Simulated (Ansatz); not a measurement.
Total energies of C2H4FNO (`FC1NCO1`).

| atom | x (Å) | y (Å) | z (Å) |
| --- | --- | --- | --- |
| F1 | 1.6279 | 0.2939 | 1.3445 |
| C2 | 0.3571 | 0.2611 | 0.8672 |
| N3 | 0.2391 | 0.6951 | -0.4943 |
| C4 | -0.3377 | -0.6198 | -0.7683 |
| O5 | -0.0472 | -1.0444 | 0.5661 |
| H6 | -0.2629 | 0.7574 | 1.6245 |
| H7 | -0.3604 | 1.4933 | -0.6485 |
| H8 | -1.4139 | -0.6265 | -0.9737 |
| H9 | 0.1981 | -1.2100 | -1.5175 |

The species carries charge 0 and has multiplicity 1. The geometry is a stationary point of PBE0-D4/def2-TZVP. Basis def2-TZVPP, Ansatz.

RPA on PBE orbitals: Hartree–Fock energy of these orbitals -306.84339 Eh, correlation -1.57194 Eh (frozen core).

```tsv
functional	energy without D4 (Eh)	D4 term (kJ/mol)
LDA (SPW92)	-306.20195	–
PBE	-308.19166	-13.5
revPBE	-308.43034	-52.5
BLYP	-308.45399	-31.4
r2SCAN	-308.37158	-3.3
B97M-V	-308.45725	–
PBE0	-308.19929	-11.1
B3LYP	-308.52604	-21.7
r2SCANh	-308.35476	-3.4
r2SCAN0	-308.33081	-3.7
HSE06 (plane-wave form)	-308.18507	-10.1
BHLYP	-308.36938	-14.2
CAM-B3LYP	-308.41604	-10.9
LC-ωPBE	-308.34962	–
ωB97X-V	-308.43133	–
ωB97M-V	-308.43070	–
B2PLYP	-308.31145	–
PBE-QIDH	-308.15520	–
```

B3LYP takes the VWN-RPA correlation (the form of Gaussian; ORCA's B3LYP/G). HSE06 is the plane-wave form, built on full-range PBE exchange. The double hybrids freeze the cores in their second-order part.

LC-ωPBE has ω = 0.4 bohr⁻¹.
